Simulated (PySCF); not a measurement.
What does the PBE0/6-31G* structure of `C=C/C(C)=N\N` look like in three dimensions?

```xyz
14
C4H8N2 angstrom
C     -0.7556    1.9715   -0.7190
C      0.0328    1.1211   -0.0500
C     -0.1250   -0.3352   -0.0300
C     -1.4073   -0.9450   -0.5149
N      0.7677   -1.1535    0.4139
N      1.9605   -0.6566    0.8626
H     -1.5718    1.6306   -1.3505
H     -0.6062    3.0455   -0.6566
H      0.8266    1.5307    0.5740
H     -1.3709   -2.0259   -0.3635
H     -2.2722   -0.5347    0.0204
H     -1.5650   -0.7512   -1.5839
H      2.3473    0.1007    0.3043
H      2.6243   -1.4176    0.9212
```

Orientation and origin are arbitrary. Atoms count from 1 in this order. N6 (nitrogen bonded to N and 2 H) is pyramidal (angles 115.0°, 110.0° and 108.5°, sum 333.5°, 0.34 Å off the plane of its three neighbours). Of the pairs four or more bonds apart, H9···H13 is among the closest relative to their van der Waals radii: 2.10 Å, 88 % of the sum of Bondi's values. The 3 C–C bonds span 1.339 Å (C1=C2, drawn double) to 1.500 Å (C3–C4, drawn single), a spread of 0.161 Å.

Bonds between heavy atoms (Å): C1=C2 1.339, C2–C3 1.465, C3–C4 1.500, C3=N5 1.290, N5–N6 1.368.

Method: PySCF 2.14.0, PBE0/6-31G* geometry optimisation, gas phase.

Stationary, but not proved a minimum. The numbers are those of one conformer (C1–C2–C3–C4 -15°, C3–N5–N6–H -40° and -164°).
